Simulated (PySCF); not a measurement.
Energy profile

The step: BNH₄ ([BH2][NH2]) + PH₃ → BPH₄ ([BH2][PH2]) + NH₃ (still joined by a long B–N bond); bonds formed: B1–P6, N2–H5; bonds broken: H5–P6; bonds weakened to dative contacts: B1–N2 (atoms numbered as in the saddle structure below).

```
atom    x (Å)    y (Å)    z (Å)
  B1   0.0498  -0.7383   0.4662
  N2   1.0235   0.4779   0.6829
  H3   0.5839  -1.7176   0.0093
  H4  -0.6972  -0.9435   1.3894
  H5   0.2457   1.1346  -0.4310
  P6  -0.9370   0.2250  -1.0029
  H7   1.9981   0.2816   0.4933
  H8   0.9591   0.9195   1.5912
  H9  -0.9372  -0.2457  -2.3334
 H10  -2.2886   0.6066  -0.8650
```

Electronic energies by CCSD(T) at an estimated basis limit (MP2 extrapolated from triple and quadruple zeta, plus CCSD(T) − MP2 in triple zeta), on PBE0-D4/def2-TZVP structures; BPNH7, closed shell; no counterpoise correction. Computed with PySCF 2.14 with density fitting (its default auxiliary sets; JK sets also for MP2 and CCSD(T)) (basis: def2-TZVPP and def2-QZVPP); correlated methods freeze the cores. Extrapolation: Hartree–Fock as exp(−7.88 √X), correlation as X^−2.97.

(1) Give the profile in kJ/mol, counted from the separated reactants. (To be estimated.)

T1 diagnostic: at most 0.018.

## Answers

(1) By the calculation:
```
                                                                                                   point  kJ/mol
separated: BNH4 (linked as [BH2][NH2]; B1, N2, H3, H4, H7, H8; singlet) + PH3 (H5, P6, H9, H10; singlet)     0.0
                                                                                         start structure    -4.5
                                                                                                  saddle   151.6
                                                                                           end structure     3.2
separated: BPH4 (linked as [BH2][PH2]; B1, H3, H4, P6, H9, H10; singlet) + NH3 (N2, H5, H7, H8; singlet)   112.7
```

For scale, one of the runs: CCSD(T)/def2-TZVPP, 202 basis functions, launched by `OMP_NUM_THREADS=4 python run.py`. The run took 4.9 min on 4 CPU threads of an Arm Neoverse V2 (shared host), with 2.3 GiB of host memory at its peak.
